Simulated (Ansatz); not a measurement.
Which method gave which barrier?

Saddle point of C₃H₇, doublet (C₂H₄ (C=C) + CH₃ → C₂H₃ ([CH][CH2]) + CH₄; bonds formed: H1–C4; bonds broken: H1–C2), PBE0-D4/def2-TZVP structure:

```csv
atom,x (Å),y (Å),z (Å)
H1,-0.4907,0.0325,0.1711
C2,0.0690,-0.4641,-0.9718
C3,1.3744,-0.3855,-1.0913
C4,-0.9694,0.5198,1.2800
H5,-0.6440,-0.8798,-1.6760
H6,1.9932,0.0559,-0.3144
H7,1.8969,-0.7573,-1.9715
H8,-0.8507,1.5973,1.1985
H9,-0.3694,0.0779,2.0715
H10,-2.0093,0.2034,1.3040
```

Ansatz 0.2.0; basis: def2-TZVPP, with def2-QZVPP for the basis limit; cores frozen in the correlated methods; orbitals are unrestricted. Extrapolation: Hartree–Fock as exp(−7.88 √X), correlation as X^−2.97. Four methods, as single points on the PBE0-D4 structures, gave these electronic barriers from the start structure: 12.88, 15.12, 26.09, 31.24 kcal/mol.

(1) The methods were, in alphabetical order, BLYP-D4, HF, MP2, PBE0-D4. Which gave which? (Judge from chemistry; the calculation decides.)

The T1 diagnostic stays at or below 0.033. ⟨S²⟩ of the unrestricted Hartree–Fock references: 0.76 to 0.96 (a pure state has 0.75). The unrestricted reference is spin-contaminated, which hurts MP2 most.

Answers

(1) The calculation gives: BLYP-D4 12.88; PBE0-D4 15.12; MP2 26.09; HF 31.24 kcal/mol. For comparison, CCSD(T) at an estimated basis limit (MP2 extrapolated from triple and quadruple zeta, plus CCSD(T) − MP2 in triple zeta) gives 20.29 kcal/mol.

Labels in which every atom is bracketed show which atoms are joined, not bond orders.

For scale, one of the runs: CCSD(T)/def2-TZVPP, 191 basis functions, launched by `ansatz run in.yaml --threads 4 --pin off --events-out ev --progress --plain --max-ram 9574MiB`. Hardware: 4 CPU threads of a Oxide Virtual Turin-like, shared host. Wall time 84 s; peak host memory 5.6 GiB.
